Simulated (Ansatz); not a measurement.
Conformers of `CCCCC(C)CC`, each relaxed with PBE0-D4/def2-TZVP in Ansatz. CBS adds the triple-zeta coupled-cluster correction to the MP2 limit.

Not all of them had a frequency check.

Conformer A:

Cartesian coordinates in Å:
```
C -1.003 2.595 2.134
C -0.822 1.189 1.587
C 0.631 0.861 1.284
C 0.875 -0.576 0.841
C 0.120 -1.044 -0.404
C 0.427 -2.513 -0.660
C 0.435 -0.175 -1.618
C -0.348 -0.533 -2.871
H -2.052 2.816 2.342
H -0.443 2.731 3.064
H -0.641 3.342 1.422
H -1.214 0.459 2.306
H -1.426 1.073 0.681
H 1.229 1.050 2.183
H 1.009 1.561 0.530
H 1.949 -0.719 0.667
H 0.614 -1.246 1.670
H -0.957 -0.958 -0.205
H 1.484 -2.649 -0.913
H -0.168 -2.922 -1.479
H 0.220 -3.114 0.229
H 1.512 -0.235 -1.824
H 0.234 0.872 -1.370
H -0.146 0.177 -3.676
H -0.095 -1.528 -3.243
H -1.425 -0.515 -2.678
```

Conformer B:

Cartesian coordinates in Å:
```
C 1.894 -0.456 -2.657
C 2.021 0.365 -1.384
C 1.109 -0.094 -0.252
C -0.372 0.097 -0.546
C -1.329 -0.335 0.570
C -1.313 -1.843 0.777
C -1.090 0.387 1.895
C -1.151 1.902 1.808
H 2.081 -1.516 -2.459
H 2.612 -0.128 -3.412
H 0.898 -0.375 -3.098
H 3.059 0.326 -1.037
H 1.816 1.419 -1.605
H 1.316 -1.149 -0.036
H 1.374 0.459 0.655
H -0.641 -0.459 -1.450
H -0.547 1.153 -0.783
H -2.338 -0.060 0.232
H -2.075 -2.147 1.500
H -1.507 -2.376 -0.158
H -0.347 -2.184 1.160
H -0.123 0.079 2.309
H -1.842 0.037 2.611
H -2.096 2.235 1.369
H -1.067 2.358 2.797
H -0.343 2.307 1.193
```

Conformer C:

Cartesian coordinates in Å:
```
C -2.672 0.717 -1.119
C -1.521 -0.105 -1.677
C -1.101 -1.267 -0.783
C -0.654 -0.874 0.622
C 0.476 0.150 0.710
C 0.737 0.496 2.169
C 1.740 -0.336 0.004
C 2.872 0.677 -0.033
H -2.980 1.494 -1.822
H -2.400 1.212 -0.184
H -3.543 0.087 -0.916
H -1.805 -0.505 -2.655
H -0.662 0.549 -1.862
H -0.306 -1.829 -1.282
H -1.943 -1.963 -0.691
H -1.514 -0.485 1.178
H -0.344 -1.780 1.157
H 0.148 1.069 0.203
H -0.183 0.823 2.662
H 1.471 1.297 2.279
H 1.110 -0.378 2.713
H 1.489 -0.616 -1.024
H 2.082 -1.258 0.493
H 3.252 0.905 0.966
H 3.712 0.305 -0.624
H 2.541 1.617 -0.484
```

(1) Which is lowest in electronic energy at CCSD(T)/CBS (frozen core, def2 sets), and by how much? (Estimate.)

(2) Give the energies relative to A (kJ/mol) with PBE-D4/def2-TZVPP, r2SCAN-D4/def2-TZVPP, B3LYP/def2-TZVPP, MP2/def2-QZVPP, SCS-MP2/def2-QZVPP, MP2/CBS(def2), CCSD/CBS(def2). (An estimate is asked.)

## Answers

(1) Ansatz gave: A; B lies 2.4 kJ/mol higher, C lies 1.2 kJ/mol higher. Gaps under about 2 kJ/mol don't settle the order.

(2) The calculation gave: 
```
               level    B    C
   PBE-D4/def2-TZVPP  2.3  1.3
r2SCAN-D4/def2-TZVPP  2.7  1.4
    B3LYP/def2-TZVPP  3.4  3.9
      MP2/def2-QZVPP  2.4  0.6
  SCS-MP2/def2-QZVPP  2.4  1.4
       MP2/CBS(def2)  2.4  0.7
      CCSD/CBS(def2)  2.5  1.6
```

B3LYP here is the variant with VWN-RPA as its local correlation; programs differ in this.
